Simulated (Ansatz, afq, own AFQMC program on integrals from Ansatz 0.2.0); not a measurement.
**SiNH₄, doublet: AFQMC among the cluster methods**

```yaml
atoms:
  - { symbol: Si, position_ang: [-0.1477, 0.0000, 1.0761] }
  - { symbol: N, position_ang: [0.2200, 0.0000, -2.0211] }
  - { symbol: H, position_ang: [0.5221, -1.2268, 1.6018] }
  - { symbol: H, position_ang: [0.5221, 1.2268, 1.6018] }
  - { symbol: H, position_ang: [0.0075, -0.8301, -2.5518] }
  - { symbol: H, position_ang: [0.0075, 0.8301, -2.5518] }
```

Connectivity, by distances: SiH2 ··· NH2.

Basis 6-31G. Noble-gas cores (and the filled d shells of Ga–Kr and In–Xe) are frozen. AFQMC by an in-house program on the Cholesky factors that Ansatz 0.2.0 writes for its CCSD(T) run. ph-AFQMC/CISD is guided by a CISD state made of CCSD amplitudes; releasing the constraint for a short imaginary time cuts its bias at the price of noise, slowly where states lie close. Error bars are statistical, one sigma.

Determinant: ROHF, the one that the program's search chose, which needn't be the lowest solution. The geometry is a point of a scan.

No full CI on the walks' own integrals is used here; CCSDT(Q) serves as the reference and is uncertain by about the last step of the cluster series.

Cautions: higher spins were not checked; a spin-contaminated unrestricted determinant lies lower (UHF 157 meV lower, ⟨S²⟩ 1.14).

The T1 diagnostic is 0.0244 and the weight of the determinant in the CISD state is 0.885. The size of the correlated space is 13 electrons in 24 orbitals.

Reference: CCSDT(Q), correlation energy -4.642 eV. The released energy is read at 1.62 1/Eh, later times being too noisy (meV from the phaseless value at times in 1/Eh: 5 ± 17 at 0.24, -17 ± 16 at 0.51, -16 ± 16 at 0.99, -11 ± 15 at 1.62, 7 ± 22 at 2.40).

```csv
level,E − E(reference) (kcal/mol),share of correlation (%)
HF,107.05,0.00
MP2,23.71,77.85
CCSD,1.93,98.20
CCSD(T),0.65,99.39
CCSDT,0.17,99.84
ph-AFQMC/CISD,0.08 ± 0.24,99.93
released AFQMC,-0.19 ± 0.35,100.18
```

A walk keeps the symmetry of its determinant, which the program's search chose and which needn't be the lowest solution, so a lower state of the same spin and another symmetry isn't excluded. Released energies are given only where the last usable release times agree within the noise; a slower fall can still hide under it.
